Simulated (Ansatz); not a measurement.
## How far each method lies from full CI for CS⁺, quartet

Geometry: a PBE0/def2-TZVP stationary point for this spin. The doublet lies 2.6 eV lower here.

```yaml
atoms:
  - { symbol: C, position_ang: [0.0000, 0.0000, 0.0000] }
  - { symbol: S, position_ang: [0.0000, 0.0000, 1.6537] }
```

Basis 6-31G; Ansatz 0.2.0. Correlated methods freeze the noble-gas cores, which leaves 9 electrons in 16 orbitals. Prefix R: restricted or restricted open-shell reference; prefix U: unrestricted. Active spaces: valence = (9e, 8o) chosen from the atoms' valence shells.

Full CI is exact within this basis and frozen core; it isn't the basis-set limit. The frozen core follows each run's orbitals, which can shift R against U totals by a few meV.

Unrestricted rows (U) aren't spin-pure: their determinants' ⟨S²⟩ exceeds S(S+1) by up to 0.31, so they mix in states of higher spin. For open shells CISD and CISDTQ are restricted-active-space CI with the open shells as a complete middle space. The determinant fills πx and πy unequally, so it is a mixture of Σ and Δ, which weighs on every level built on one determinant.

The UHF ⟨S²⟩ is 4.058. The T1 diagnostic (RCCSD) is 0.0529 and the largest doubles amplitude (RCCSD) is 0.399. The T1 diagnostic (UCCSD) is 0.0592.

```tsv
level	E − E(full CI) (mEh)	share of correlation (%)	wall time
RHF	132.57	0.00	–
UHF	124.96	5.74	–
RMP2	51.57	61.10	–
UMP2	53.28	59.81	–
CISD	19.13	85.57	1 s
RCCSD*	19.27	85.46	–
UCCSD*	17.08	87.11	–
RCCSD(T)*	8.09	93.90	1.2 s
UCCSD(T)*	8.08	93.91	1.5 s
BCCD(T)*	8.02	93.95	1.4 s
RCCSDT*	0.58	99.56	–
UCCSDT*	0.50	99.62	–
CISDTQ	0.24	99.82	8 s
RCCSDT(Q)*	-0.30	100.22	4.4 s
UCCSDT(Q)*	-0.72	100.55	4.5 s
RCCSDTQ*	0.06	99.96	36 s
UCCSDTQ*	0.06	99.95	38 s
CASSCF (valence space)	37.46	71.75	–
NEVPT2 (valence space)	9.78	92.62	1.7 s
MRCISD (valence space)	1.15	99.13	–
MRCISD+Q (valence space)	0.41	99.69	2.4 s
```

An asterisk marks runs whose energy the program itself flagged as in doubt.

The correlation energy at full CI, counted from RHF, is -3.607 eV. That run took 17 s on 1 thread of Arm Neoverse V1, shared host over 1,120,064 determinants.

Times hold each run's SCF and search for its determinant on a shared host, so for small cases they say little of a method's own cost; they ran on 1 thread of Arm Neoverse V1.

Not variational, and here over 5 meV under the exact energy: RCCSDT(Q), UCCSDT(Q).

The full-CI state has the irrep A1 of C2v, in the program's axes (one component, if the state is degenerate).

Natural occupations of full CI about the gap: 1.986 1.951 1.427 1.427 1.003 0.570 0.570 0.037 0.006 0.005; effectively unpaired electrons, Σ n²(2−n)², 3.68. No single determinant describes this state well, so single-reference rows can miss without a flag.
